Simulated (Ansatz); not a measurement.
Two isomers of C6H8: A = `C1=C[C@H]2C[C@H]2C1`, B = `C1=CCC=CC1`.

Gas-phase electronic energies from Ansatz, PBE0-D4/def2-TZVP geometries. CCSD(T)/CBS adds triple-zeta CCSD(T) − MP2 to the extrapolated MP2 energy (def2 sets, frozen cores). Functionals use def2-TZVPP. B3LYP here is the variant with VWN-RPA as its local correlation; programs differ in this.

(1) Which is lower in electronic energy at CCSD(T)/CBS, and by how much? (An estimate is asked.)

(2) Give E(B) − E(A) in kJ/mol with HF/def2-TZVPP, PBE0-D4, B3LYP, CCSD/def2-TZVPP, MP2/def2-TZVPP, BLYP-D4, B2PLYP. (Best estimate.)

(3) Does the order hold for the free energy at 298.15 K (harmonic terms from PBE0-D4)? (Estimate.)

Largest T1 diagnostic: 0.011.

Results:

(1) The calculation gave: B, by 48.5 kJ/mol.

(2) The calculation gave: HF/def2-TZVPP -67.7, PBE0-D4 -37.4, B3LYP -60.7, CCSD/def2-TZVPP -48.5, MP2/def2-TZVPP -32.6, BLYP-D4 -67.0, B2PLYP -53.2. None reverses the order clearly.

(3) Ansatz gave: Yes: G(B) − G(A) = -47.8 kJ/mol.

Leaving LDA and LC-ωPBE aside and taking each functional with its dispersion term where it has one, the values, not all of them listed here, spread over 34.5 kJ/mol, from BLYP-D4 to PBE-QIDH. LDA lies +11.4 kJ/mol from PBE without D4. From r2SCAN to r2SCAN0 (25 % exact exchange), in def2-TZVPP and without D4, E(B) − E(A) moves by +4.1 kJ/mol.
